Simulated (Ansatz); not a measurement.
Several settings on one geometry of SiMe2 (C₂H₆Si) (that of the charge 0 singlet, B3LYP-D4/def2-TZVP). Ansatz on 4 threads of Arm Neoverse V1 on a shared host; times are rough.

```
atom    x (Å)    y (Å)    z (Å)
 Si1  -0.0012   0.0090  -1.3026
  C2   1.4344  -0.0124  -0.0482
  H3   1.3770  -0.9213   0.5642
  H4   1.3517   0.8314   0.6476
  H5   2.4171   0.0213  -0.5191
  C6  -1.4344   0.0111  -0.0452
  H7  -1.3811   0.9198   0.5683
  H8  -1.3456  -0.8329   0.6493
  H9  -2.4178  -0.0260  -0.5143
```

Totals from different functionals, basis sets or treatments of relativity can't be compared as stabilities.

The 6-31G sets use Cartesian d functions. B3LYP takes the VWN-RPA correlation. Correlated methods freeze 7 core orbitals.

The spins typed aren't always the lowest for that charge.

Give the basis size and estimate the energy, ⟨S²⟩ and time of these runs.

| run | method | charge | state | further keys |
| --- | --- | --- | --- | --- |
| 1 | ROHF, mp2/6-31++G** | 0 | triplet | scf: {omitted_lower_state_checks: [starts]}; forces asked |
| 2 | RKS B3LYP/def2-SVP | 0 | singlet | point_charges: [{charge: 1.00, position_ang: [5.944, 0.484, -0.288]}]; pseudopotentials: {relativity: none}; scf: {omitted_lower_state_checks: [starts]} |
| 3 | RKS ωPBEh/6-31G | 0 | singlet | point_charges: [{charge: 2.00, position_ang: [4.944, 0.658, 0.140]}]; accuracy: high; scf: {lower_state_search: light} |


```
run  functions  energy (Eh)  ⟨S²⟩  wall time
  1         97    -368.4415     –      1.4 s
  2         76    -369.1394     –      0.5 s
  3         43    -369.0305     –      1.1 s
```

The restricted singlet is unstable towards broken spin symmetry at other levels; at RKS B3LYP/def2-SVP, RKS ωPBEh/6-31G this wasn't settled.
